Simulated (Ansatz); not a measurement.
Born–Oppenheimer molecular dynamics of AlH6NO (9 atoms, charge 0, multiplicity 1). It starts at the highest image of a converged band, a first-order saddle point between two minima.

All numbers below come from RKS PBE0-D4/def2-SVP (Ansatz 0.2.0).

- ensemble: NVE (velocity Verlet)
- time step: 0.5 fs
- steps asked: 200
- starting velocities drawn for: 100 K
- seed: 8649

First frame:

```xyz
9
Properties=species:S:1:pos:R:3
Al 0.087 0.343 0.038
O -0.184 -0.022 1.923
H -1.014 -0.363 2.272
H 1.500 -0.212 -0.428
H -1.279 0.042 -0.731
N 0.129 2.087 0.828
H 1.007 2.597 0.897
H -0.601 2.761 0.606
H -0.147 1.093 1.864
```

Question: How far do the bonds stretch over the last three quarters of this one trajectory? (Pairs bonded in most of those frames.)

Answer: 
```tsv
bond	mean (Å)	spread (Å)	shortest	longest
Al1–O2	2.012	0.031	1.94	2.04
Al1–H4	1.592	0.010	1.58	1.61
Al1–H5	1.600	0.012	1.58	1.62
Al1–N6	1.863	0.020	1.83	1.90
O2–H3	0.965	0.003	0.96	0.97
O2–H9	1.017	0.033	0.96	1.09
N6–H7	1.018	0.007	1.01	1.03
N6–H8	1.017	0.004	1.01	1.02
```

Mean temperature of the second half: 61 K. The conserved energy stayed within 0.038 meV per atom of its start (net change -0.0019 meV per atom), so the integration is sound. A run of 0.1 ps of so small a system gives no equilibrium averages. The orbitals stay closed-shell, which can raise the energy where a bond breaks towards radicals; this wasn't checked here.

Time of the run: 4.2 min on 1 thread of Intel(R) Xeon(R) 6975P-C (Granite Rapids) (shared host), peak memory 0.15 GiB.
